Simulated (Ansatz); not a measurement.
The input, for Ansatz 0.2.0:

```yaml
crystal:
  periodic: [false, false, false]
  atoms:
    - {symbol: Ge, position_ang: [0.000000, 0.000000, 0.000000]}
    - {symbol: Al, position_ang: [0.000000, 0.000000, 2.446378]}
basis:
  gaussian: {orbitals: cc-pVTZ}
total_charge: 1
magnetization: {spin_polarized: true, initial_magnetization: 0}
correlation: {method: ccsdt_q, electrons: outside_noble_gas}
```

```sh
$ ansatz run in.yaml --threads 1 --pin off --events-out ev --progress --plain --max-ram 2393MiB
```

Output:

```
833 factors; integrals over basis functions are off by at most 2.4e-7 eV
mean field evaluation 1: about -63047.7109 eV, gradient 7.2e0 eV
mean field evaluation 2: about -63047.7815 eV, gradient 7.2e0 eV
mean field evaluation 4: about -63048.2383 eV, gradient 5.6e-1 eV
mean field evaluation 8: about -63048.2425 eV, gradient 2.0e-3 eV
mean field evaluation 16: about -63048.4111 eV, gradient 1.1e0 eV
mean field evaluation 32: about -63049.7023 eV, gradient 8.1e-1 eV
mean field evaluation 64: about -63049.7590 eV, gradient 1.6e-1 eV
mean field evaluation 96: about -63048.4422 eV, gradient 3.4e-3 eV
mean field evaluation 128: about -63048.6721 eV, gradient 4.3e0 eV
mean field evaluation 160: about -63048.2425 eV, gradient 1.8e-4 eV
...
cycle  20  -3.92831853 eV  change   -1.0e-5 eV  update   1.4e-5
cycle  21  -3.92830728 eV  change    1.1e-5 eV  update   8.5e-6
cycle  22  -3.92831052 eV  change   -3.2e-6 eV  update   4.5e-6
cycle  23  -3.92831355 eV  change   -3.0e-6 eV  update   2.1e-6
cycle  24  -3.92831503 eV  change   -1.5e-6 eV  update   1.1e-6
cycle  25  -3.92831642 eV  change   -1.4e-6 eV  update   6.8e-7
cycle  26  -3.92831600 eV  change    4.2e-7 eV  update   3.7e-7
cycle  27  -3.92831608 eV  change   -8.7e-8 eV  update   2.8e-7
cycle  28  -3.92831578 eV  change    3.1e-7 eV  update   1.9e-7
cycle  29  -3.92831564 eV  change    1.4e-7 eV  update   1.3e-7
perturbative correction -0.08110155 eV, -0.0029804270 hartree
WARN: the results are in doubt because among natural orbitals full CI differs from the method by +0.803 eV
Total energy: -63053.27973196 eV, -2317.1652911016 hartree
In doubt: among natural orbitals full CI differs from the method by +0.803 eV
```

Ran on 1 thread of Arm Neoverse V1, shared host: 2 min wall, 0.46 GiB peak host memory.
